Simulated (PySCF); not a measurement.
AlF at RHF

Level: RHF. Al 3-21G, F 3-21G; no relativity (PySCF 2.14).

```json
{"state": "¹Σ⁺ (singlet), closed shell", "bond length": "1.661 Å", "harmonic wavenumber": "884 cm⁻¹", "force constant": "5.13 mdyn/Å", "rotational constant Be": "0.5481 cm⁻¹", "anharmonicity ωexe": "3.88 cm⁻¹", "vibration–rotation constant αe": "0.00387 cm⁻¹", "well depth De to Al + F": "429 kJ/mol", "dissociation energy D0": "424 kJ/mol", "HOMO–LUMO gap": "10.49 eV", "bond order (Mayer)": "0.76", "dipole moment (positive dipole means Al(−)F(+))": "-1.01 D"}
```

Where the molecule has an RHF reference, its open-shell atoms are computed with UHF. 3-21G is very small, so such numbers show the basis as much as the molecule. Hartree–Fock leaves out correlation, which carries a large part of most bond energies and some tenths to 1 eV of ionisation energies.
